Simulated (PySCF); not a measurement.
A family of related molecules: binary hydrides. Gas-phase values, no solvent. Strings in code marks are SMILES.

All values below come from PySCF with PBE-D3(BJ)/def2-TZVP // PBE0-D3(BJ)/def2-TZVP. Delta-SCF ions had no search for a lower state. 

A: `C`
B: `O`
C: `[BeH2]`
D: `S`
E: `I`
F: `[LiH]`

Q: A design calls for the lowest vertical ionisation energy (Delta-SCF) in this set. Which member fits?

A: F (8.05 eV); next is D (10.35 eV).
